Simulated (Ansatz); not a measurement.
Basis-set extrapolation for CH7NSi (`CN[SiH3]`) (PBE0-D4/def2-TZVP geometry, frozen core, the Gaussian-basis code of Ansatz). Multiplicity 1, RHF reference.

|  | def2-TZVPP | def2-QZVPP |
| --- | --- | --- |
| HF | -385.385521 | -385.399877 |
| MP2 correlation | -0.523415 | -0.559271 |
| CCSD(T) correlation | -0.585212 | not run |

Energies in hartree. Use E(X) = E(∞) + A·exp(−7.88·√X) for Hartree–Fock and E(X) = E(∞) + B·X^(−2.97) for correlation, with X = 3 and 4, and add CCSD(T) minus MP2 of the smaller set to the MP2 limit.

Problem. What is the CCSD(T) energy at the basis-set limit?

Solution. HF limit: -385.399877 + (-0.014356) × 0.13774 = -385.40185. MP2 limit: -0.559271 + (-0.035856) × 0.74074 = -0.58583. Higher-order term: -0.585212 − (-0.523415) = -0.06180. Total: -386.04948 hartree, 206.8 kJ/mol below CCSD(T)/def2-TZVPP.
